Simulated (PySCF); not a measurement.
Ligands exchanged one at a time, Al Cl-OH. Gas-phase values, no solvent. One relaxed conformer stands for each flexible species; it need not be the lowest. Strings in code marks are SMILES.

Calculation: PBE-D3(BJ)/def2-TZVP // B3LYP-D3(BJ)/def2-TZVP in PySCF. All candidates: neutral, multiplicity 1. Excitations are Tamm–Dancoff values on a coarser integration grid. The basis has no diffuse functions, so Rydberg states are missing or too high.

- HOMO–LUMO gap: 5.98 eV
- LUMO: -1.87 eV
- T1 excitation (TDA): 5.85 eV

Say which member has these values.
A. `[OH][Al]([OH])[Cl]` (H–O–Al–Cl torsion 0°, Cl–Al–O–H torsion 180°)
B. `[OH][Al]([Cl])[Cl]` (H–O–Al–Cl torsion 180°)
C. `[OH][Al]([OH])[OH]`
D. `[Cl][Al]([Cl])[Cl]`

B, `[OH][Al]([Cl])[Cl]` (H–O–Al–Cl torsion 180°). The others give `[OH][Al]([OH])[OH]`: 5.97 eV, -1.31 eV, 5.80 eV; `[OH][Al]([OH])[Cl]` (H–O–Al–Cl torsion 0°, Cl–Al–O–H torsion 180°): 6.05 eV, -1.58 eV, 5.87 eV; `[Cl][Al]([Cl])[Cl]`: 5.78 eV, -2.17 eV, 5.66 eV
